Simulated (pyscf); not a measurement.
PySCF, gas phase, ωB97X-D3(BJ)/def2-SVP geometries.

Question: Estimate by transition-state theory the rate constant of `[NH2][Si]([Cl])([Cl])[Cl]` + `[FH]` → `[NH2][Si]([F])([Cl])[Cl]` + `[ClH]` (singlet surface; Cl–Si, F–H broken, F–Si, Cl–H formed) at 900 K, with ωB97M-D3(BJ)/def2-TZVP energies (ideal gas, 1 atm, RRHO with modes under 100 cm⁻¹ raised to 100, one conformer, R ln 2 for chiral ones without a mode under 150 cm⁻¹; no tunnelling).

Answer: The electronic barrier is 22.8 kcal/mol and the thermal terms add +33.7, so ΔG‡ = 56.5 kcal/mol. With k_BT/h = 1.88e+13 s⁻¹ and RT = 1.788 kcal/mol, and a volume of 1.23e-19 cm³ per molecule at 1 atm, k = 4.3e-20 cm³ molecule⁻¹ s⁻¹. Wigner's tunnelling factor for 625i cm⁻¹ would be 1.04. A shift of 1 kcal/mol in the barrier changes k by a factor 1.7. On the reactant side the descent ends in a complex, 5.4 kcal/mol under the separated species and 29.2 kcal/mol under the saddle at ωB97X-D3(BJ)/def2-TZVP. This is the saddle that the search found; another between the same sides may lie lower.
